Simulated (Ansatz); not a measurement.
We consider 1T (CdI2-type) CdI2, described by PBE-D3(BJ) (PAW; Ansatz, a first-principles code).

Settings: plane-wave cutoff 520 eV, 12×12×6 k mesh (along the axes of the cell as run), scalar-relativistic PAW data made under PBE.

Computed at the level's own relaxed cell.

Elastic tensor (GPa, Voigt notation, ions relaxed):

```
   42.0    15.5     8.5    -1.2     0.0     0.0
   15.5    42.0     8.5     1.2     0.0     0.0
    8.5     8.5    21.3     0.0     0.0     0.0
   -1.2     1.2     0.0     5.5     0.0     0.0
    0.0     0.0     0.0     0.0     5.5    -1.2
    0.0     0.0     0.0     0.0    -1.2    13.2
```

### Question
Work out the Voigt, Reuss and Hill averages of the bulk and shear moduli, Young's modulus and Poisson's ratio from the printed constants.

### Answer
K_V = [C11 + C22 + C33 + 2(C12 + C13 + C23)]/9 = [105.3 + 2 × 32.5]/9 = 18.9 GPa. G_V = [105.3 − 32.5 + 3 × 24.2]/15 = 9.7 GPa. From the compliances S = C⁻¹, K_R = 16.3 and G_R = 7.9 GPa. Hill means: K = 17.6, G = 8.8 GPa. E = 9KG/(3K + G) = 23 GPa, ν = (3K − 2G)/(6K + 2G) = 0.29, K/G = 2.00.

Note: the dispersion coefficients are held fixed in the derivatives.

Computed values are for the static lattice.
